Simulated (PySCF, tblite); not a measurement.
Isomers of C4H5NO. Computed values, GFN2-xTB/tblite, gas phase, harmonic and unscaled. Against measured fundamentals such values can be off by several per cent, at times by over 20. One conformer each.

Electronic energies: PBE0/pcSseg-1 single points on the GFN2-xTB geometries (PySCF, gas phase).

| SMILES | electronic energy, lowest = 0 (kcal/mol) |
| --- | --- |
| C#CC(=O)NC | 26.4 |
| Cc1cnoc1 | 19.8 |
| CC(=O)CC#N | 0.0 |

**Question.** How do GFN2-xTB zero-point energies change the relative energies?

**Answer.** 
| SMILES | ZPE (kcal/mol) | of it from modes above 1550 cm⁻¹ | electronic (kcal/mol) | with ZPE, lowest = 0 (kcal/mol) | lowest mode (cm⁻¹) | rings |
| --- | --- | --- | --- | --- | --- | --- |
| CC(=O)CC#N | 50.9 | 27.5 | 0.0 | 0.0 | 21 | 0 |
| Cc1cnoc1 | 52.7 | 24.4 | 19.8 | 21.6 | 70 | 1 |
| C#CC(=O)NC | 50.6 | 28.3 | 26.4 | 26.1 | 120 | 0 |

The zero-point energies span 2.1 kcal/mol, from `C#CC(=O)NC` to `Cc1cnoc1`. The order is unchanged.

**Question.** And how do the electronic energies of GFN2-xTB itself compare?

**Answer.** `CC(=O)CC#N` 4.4; `Cc1cnoc1` 0.0; `C#CC(=O)NC` 17.4 kcal/mol, lowest = 0. Against the energies above, taken from the same isomer `CC(=O)CC#N`, the largest difference is 24.2 kcal/mol.
